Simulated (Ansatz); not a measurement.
# Si₂H₆ (singlet): from Hartree-Fock to the top rungs at distance Si1–H5 along a hydrogen transfer = 1.538 Å, cc-pVDZ

One table from this session's results is given with a row withheld; the runs are named, their logs left out.

Program: Ansatz 0.2.0, Gaussian basis. Level of theory: cc-pVDZ, core rule «outside noble gas», up to 10 orbitals frozen. These are calculated values, not measurements.

The runs, in order: UHF; CCSD(T) on RHF; CCSD(T) on UHF; BCCD(T) on RHF; CISD; CCSDT(Q) on RHF; CASSCF and NEVPT2, 2 electrons in 2 orbitals; CASSCF and NEVPT2, 8 electrons in 8 orbitals.

5 further runs of the same task are left out: 4 that didn't finish, 1 set aside as unsound or not needed.

### What is computed

The geometry derives from fragments relaxed apart (PBE0/def2-TZVP) and kept rigid, so it is no stationary point. A hydrogen atom is moved between rigid fragments.

8 atoms, charge 0, spin multiplicity 1.

Atoms are counted from 1 here; the program's logs count them from 0.

Bond lengths: Si1–H2 1.485 Å, Si1–H3 1.485 Å, Si1–H4 1.485 Å, Si1–H5 1.538 Å, Si6–H7 1.526 Å, Si6–H8 1.526 Å. Angles: H2–Si1–H3 109.5°, H2–Si1–H4 109.5°, H2–Si1–H5 109.5°, H3–Si1–H4 109.5°, H3–Si1–H5 109.5°, H4–Si1–H5 109.5°, H7–Si6–H8 91.2°.

The first run:

The input, in.yaml:

```yaml
crystal:
  periodic: [false, false, false]
  atoms:
    - {symbol: Si, position_ang: [-1.616756, 0.028327, 0.000000]}
    - {symbol: H, position_ang: [-2.111628, 1.428035, 0.000001]}
    - {symbol: H, position_ang: [-2.111627, -0.671527, 1.212183]}
    - {symbol: H, position_ang: [-2.111628, -0.671527, -1.212182]}
    - {symbol: H, position_ang: [-0.078756, 0.028327, 0.000000]}
    - {symbol: Si, position_ang: [1.682244, 0.028327, 0.000000]}
    - {symbol: H, position_ang: [2.294425, -0.845957, 1.090012]}
    - {symbol: H, position_ang: [2.294424, -0.845957, -1.090013]}
basis:
  gaussian: {orbitals: cc-pVDZ}
magnetization: {spin_polarized: true, initial_magnetization: 0}
hamiltonian: {xc: hf}
output: {orbitals: {seedname: orbitals}}
```

Command:

```console
$ ansatz run in.yaml --threads 1 --pin off --events-out ev --progress --plain --max-ram 2393MiB
```

Among the steps run: UHF; CCSD(T) on RHF; CCSD(T) on UHF; BCCD(T) on RHF; CISD; CCSDT(Q) on RHF; CASSCF and NEVPT2, 2 electrons in 2 orbitals; CASSCF and NEVPT2, 8 electrons in 8 orbitals.

One table of the session follows, with a row left open; its other results are not shown here.

| method | from RCCSDT(Q) (meV) |
| --- | --- |
| RHF | +7645.7 |
| UHF | +7635.2 |
| RMP2 | +1750.3 |
| CISD | +1012.6 |
| RCCSD | +224.0 |
| RCCSD(T) | +46.6 |
| BCCD(T) | +45.8 |
| RCCSDT | +7.6 |
| RCCSDT(Q) | 0 |
| CASSCF pair | +7253.2 |
| NEVPT2 pair | +1722.3 |
| CASSCF frontier | +5964.5 |
| NEVPT2 frontier | ? |

**Question.** Estimate the row for NEVPT2 frontier.

The run gave: from RCCSDT(Q) (meV): +1594.9. In the column «from RCCSDT(Q) (meV)» it lies between CISD (+1012.6) and NEVPT2 pair (+1722.3).

Not comparable, so not listed: CCSD(T) on UHF (they don't share determinant, frozen orbitals or solution with the rows shown, or repeat one).

Caveats from the session: Warnings: restricted reference is unstable; spin contamination.
